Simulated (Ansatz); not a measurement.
**C₄H₉+: up Jacob's ladder to CCSD(T)**

The task here is to estimate one member of a computed series from the others.

Method: functionals in def2-TZVPP, the program's frozen cores in correlated methods; program: Ansatz 0.2.0, Gaussian basis.

The runs, in order: LDA (SPW92), PBE-D4, revPBE-D4, BLYP-D4, r2SCAN-D4, B97M-V, PBE0-D4, B3LYP-D4, r2SCANh-D4, r2SCAN0-D4, HSE06-D4, BHLYP-D4, CAM-B3LYP-D4, LC-ωPBE, ωB97X-V, ωB97M-V, B2PLYP, PBE-QIDH; CCSD(T)/def2-SVP; CCSD(T)/def2-TZVPP; MP2/def2-QZVPP; extrapolation to the limit; RPA on PBE.

## Structure used throughout

An earlier PBE0-D4 in a triple-zeta def2 set relaxation fixed the geometry.

13 atoms, charge 1, spin multiplicity 1.

Atoms are counted from 1 here; the program's logs count them from 0.

Bond lengths: C1–C2 1.450 Å, C1–H5 1.089 Å, C1–H6 1.093 Å, C1–H7 1.109 Å, C2–C3 1.451 Å, C2–C4 1.453 Å, C3–H8 1.108 Å, C3–H9 1.088 Å, C3–H10 1.093 Å, C4–H11 1.087 Å, C4–H12 1.105 Å, C4–H13 1.096 Å. Angles: C2–C1–H5 114.5°, C2–C1–H6 112.6°, C2–C1–H7 103.6°, H5–C1–H6 113.0°, H5–C1–H7 107.5°, H6–C1–H7 104.5°, C1–C2–C3 119.9°, C1–C2–C4 119.7°, C3–C2–C4 120.3°, C2–C3–H8 104.5°, C2–C3–H9 114.3°, C2–C3–H10 112.1°, H8–C3–H9 107.8°, H8–C3–H10 104.3°, H9–C3–H10 112.8°, C2–C4–H11 114.7°, C2–C4–H12 105.5°, C2–C4–H13 111.0° and more.

Coordinates:

```tsv
atom	x (Å)	y (Å)	z (Å)
C1	-0.62053	1.25301	-0.37103
C2	0.01751	0.00271	-0.00565
C3	0.91223	-0.04747	1.13580
C4	-0.26090	-1.19879	-0.77336
H5	-1.47571	1.14596	-1.03622
H6	-0.82887	1.88706	0.49436
H7	0.16989	1.79548	-0.92816
H8	0.33344	-0.57413	1.91992
H9	1.19412	0.92774	1.52808
H10	1.77383	-0.69611	0.95554
H11	0.40495	-2.03357	-0.56869
H12	-1.29421	-1.48682	-0.50651
H13	-0.32576	-0.97505	-1.84410
```

Set-up of the first run:

in.yaml reads:

```yaml
crystal:
  periodic: [false, false, false]
  atoms:
    - {symbol: C, position_ang: [-0.620532, 1.253012, -0.371031]}
    - {symbol: C, position_ang: [0.017509, 0.002712, -0.005653]}
    - {symbol: C, position_ang: [0.912226, -0.047470, 1.135804]}
    - {symbol: C, position_ang: [-0.260900, -1.198794, -0.773356]}
    - {symbol: H, position_ang: [-1.475706, 1.145956, -1.036217]}
    - {symbol: H, position_ang: [-0.828872, 1.887064, 0.494362]}
    - {symbol: H, position_ang: [0.169894, 1.795478, -0.928163]}
    - {symbol: H, position_ang: [0.333442, -0.574129, 1.919917]}
    - {symbol: H, position_ang: [1.194118, 0.927739, 1.528079]}
    - {symbol: H, position_ang: [1.773830, -0.696106, 0.955540]}
    - {symbol: H, position_ang: [0.404949, -2.033571, -0.568686]}
    - {symbol: H, position_ang: [-1.294208, -1.486818, -0.506511]}
    - {symbol: H, position_ang: [-0.325760, -0.975053, -1.844103]}
basis:
  gaussian: {orbitals: def2-TZVPP}
total_charge: 1
hamiltonian: {xc: lda}
output: {orbitals: {seedname: orbitals}}
```

Among the steps run: LDA; PBE-D4 (GGA); revPBE-D4 (GGA); BLYP-D4 (GGA); r2SCAN-D4 (meta-GGA); B97M-V (meta-GGA); PBE0-D4 (hybrid); B3LYP-D4 (hybrid); r2SCANh-D4 (hybrid); r2SCAN0-D4 (hybrid); HSE06-D4 (hybrid); BHLYP-D4 (hybrid); CAM-B3LYP-D4 (range-separated); LC-ωPBE-D4 (range-separated; the results give it without D4); ωB97X-V (range-separated); ωB97M-V (range-separated); B2PLYP (double hybrid); PBE-QIDH (double hybrid).

One table of the session follows, with a row left open; its other results are not shown here.

It belongs to the step «Orbital energies across the functionals». Levels, from each run's orbital file:

```
  functional  HOMO (eV)  LUMO (eV)  gap (eV)
 LDA (SPW92)     -14.74      -9.59      5.14
      PBE-D4     -14.71      -9.48      5.22
   revPBE-D4     -14.68      -9.43      5.25
     BLYP-D4     -14.65      -9.36      5.29
   r2SCAN-D4     -15.04      -9.21      5.83
      B97M-V     -15.20      -9.14      6.06
     PBE0-D4     -16.22      -8.46      7.76
    B3LYP-D4     -16.02      -8.70      7.32
  r2SCANh-D4          ?          ?         ?
  r2SCAN0-D4     -16.43      -8.28      8.15
    HSE06-D4     -15.81      -8.85      6.96
    BHLYP-D4     -17.70      -7.24     10.45
CAM-B3LYP-D4     -17.72      -7.26     10.45
     LC-ωPBE     -19.11      -6.13     12.98
     ωB97X-V     -18.75      -6.16     12.59
     ωB97M-V     -18.59      -6.23     12.36
```

**Question.** Estimate the row for r2SCANh-D4.

Worked estimate for «HOMO (eV)». Against the share of exact exchange, r2SCAN-D4 (0, -15.04), r2SCAN0-D4 (0.25, -16.43) give a slope of -5.56 per unit share; at 0.1 the line stands at -15.60.

**Answer.** HOMO (eV): -15.60; LUMO (eV): -8.84; gap (eV): 6.76. In «HOMO (eV)» the line misses by 0.00.
